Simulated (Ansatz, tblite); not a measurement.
**The cluster CdI₂: rung by rung**

How do method and basis change the picture of the cluster CdI₂ (singlet)?

The runs use Ansatz 0.2.0, Gaussian basis; as each input shows.

The runs, in order: GFN1-xTB, GFN2-xTB, PBE-D4/def2-TZVP, r2SCAN-D4/def2-TZVP, B3LYP-D4/def2-TZVP, B2PLYP/def2-TZVP, HF/def2-TZVP, CAM-B3LYP-D4/def2-TZVP, ωB97M-V/def2-TZVP, PBE+5HF/def2-TZVP, PBE+10HF/def2-TZVP, PBE+15HF/def2-TZVP, PBE+35HF/def2-TZVP, PBE+50HF/def2-TZVP, PBE-D4/def2-SVP, PBE0-D4/def2-SVP, PBE0-D4/def2-TZVPD, PBE-D4/def2-TZVPD, r2SCAN-D4/def2-TZVPD, CCSD(T)/def2-TZVPP, MP2/def2-TZVP, RPA/def2-TZVP.

4 further runs of the same task are left out: 4 set aside as unsound or not needed. Runs told in other sessions of the task aren't counted.

## 1. The structure

The geometry is that of the singlet, from an earlier relaxation (r2SCAN-D4/def2-TZVP). At that level it is the lowest of the isomers that a small search found.

3 atoms, charge 0, spin multiplicity 1.

Bond lengths: Cd1–I2 2.586 Å, Cd1–I3 2.586 Å. Angles: I2–Cd1–I3 179.4°.

Cd, I take a core potential in the def2 sets. No spin-orbit coupling is included.

PBE0-D4/def2-TZVP was run before; its log isn't repeated, and its numbers join the tables.

## 2. GFN1-xTB

Tight binding, by tblite at 300 K electronic temperature and without a spin-polarisation term:

```python
tblite.interface.Calculator('GFN1-xTB', numbers, positions, charge=0, uhf=0).singlepoint()
```

Energy -240.1623 eV, HOMO -10.57 eV, LUMO -6.03 eV; 0.002 s.

## 3. GFN2-xTB

Tight binding, by tblite at 300 K electronic temperature and without a spin-polarisation term:

```python
tblite.interface.Calculator('GFN2-xTB', numbers, positions, charge=0, uhf=0).singlepoint()
```

Energy -226.3059 eV, HOMO -11.78 eV, LUMO -6.60 eV; 0.002 s.

## 4. PBE-D4/def2-TZVP

start.molden holds the orbitals of an earlier run on this state, given as this run's starting guess.

Contents of in.yaml:

```yaml
crystal:
  periodic: [false, false, false]
  atoms:
    - {symbol: Cd, position_ang: [-0.006198, -0.006396, -0.000171]}
    - {symbol: I, position_ang: [1.862100, -1.793898, -0.056560]}
    - {symbol: I, position_ang: [-1.855903, 1.800294, 0.056731]}
basis:
  gaussian: {orbitals: def2-TZVP, initial_orbitals: start.molden}
hamiltonian: {xc: pbe, dispersion: d4}
scf: {omitted_lower_state_checks: [starts]}
output: {forces: true, orbitals: {seedname: orbitals}}
```

Command:

```console
$ ansatz run in.yaml --threads 4 --pin off --events-out ev --progress --plain --max-ram 3916MiB
```

Further steps of the session: r2SCAN-D4/def2-TZVP; B3LYP-D4/def2-TZVP; B2PLYP/def2-TZVP; HF/def2-TZVP; CAM-B3LYP-D4/def2-TZVP; ωB97M-V/def2-TZVP; PBE+5HF/def2-TZVP; PBE+10HF/def2-TZVP; PBE+15HF/def2-TZVP; PBE+35HF/def2-TZVP; PBE+50HF/def2-TZVP; PBE-D4/def2-SVP; PBE0-D4/def2-SVP; PBE0-D4/def2-TZVPD; PBE-D4/def2-TZVPD; r2SCAN-D4/def2-TZVPD; CCSD(T)/def2-TZVPP; MP2/def2-TZVP; RPA/def2-TZVP.

**Question.** What will the summary of the whole plan be? Wanted: gap in def2-TZVP, named functionals and Hartree-Fock, smallest and largest; gap over the share of exact exchange; correlation energy, CCSD(T)/def2-TZVPP; correlation energy, MP2/def2-TZVP; binding an atom, CCSD(T)/def2-TZVPP; PBE0 total energy, smallest basis above largest.

The runs gave:

```
                                                                  quantity                            value
gap in def2-TZVP, named functionals and Hartree-Fock, smallest and largest  3.47 eV (PBE-D4), 10.75 eV (HF)
                                      gap over the share of exact exchange     3.47 eV at 0, 7.28 eV at 0.5
                                    correlation energy, CCSD(T)/def2-TZVPP                        -44.44 eV
                                         correlation energy, MP2/def2-TZVP                        -40.25 eV
                                       binding an atom, CCSD(T)/def2-TZVPP                         1.355 eV
                           PBE0 total energy, smallest basis above largest   1.59 eV (def2-SVP, def2-TZVPD)
```

Over the named functionals and Hartree-Fock in def2-TZVP the gap runs from 3.47 eV (PBE-D4) to 10.75 eV (HF); exact exchange widens it. Raising the share of exact exchange from 0 to 0.5 moves the HOMO by -2.22 eV and the LUMO by +1.59 eV. The functionals in def2-TZVP miss CCSD(T)/def2-TZVPP by -0.016 (B3LYP-D4) to +0.136 eV (r2SCAN-D4) an atom. CCSD(T)/def2-TZVPP isn't at the basis-set limit; small misses against it rank nothing.
